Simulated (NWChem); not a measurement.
Atomisation of CN

```xyz
2

C      0.0000     0.0000     0.6367
N      0.0000     0.0000    -0.5458
```
Charge 0, spin multiplicity 2.

Everything below was run with NWChem. Structure: optimised with UPBE/def2-SVP, a minimum by its harmonic frequencies.

Basis set: def2-TZVP. The atomisation energy is electronic alone: no zero-point, thermal, spin-orbit or counterpoise terms. No value is extrapolated to the basis-set limit. Free atoms are single determinants with multiplicities C 3, N 4.

B3LYP has NWChem's definition, with VWN1-RPA local correlation. The structure started from a generated list of species. The unpaired electrons of the parent sit in orbitals of symmetry a1 (C2v labels of the run); other states weren't searched. The stability of the SCF solutions was not checked.

Q: Order these methods by the atomisation energy they give, lowest first: LDA (SVWN5), PBE, B3LYP, TPSS.

A: B3LYP (178.7 kcal/mol), TPSS (182.7 kcal/mol), PBE (197.2 kcal/mol), LDA (SVWN5) (218.7 kcal/mol)
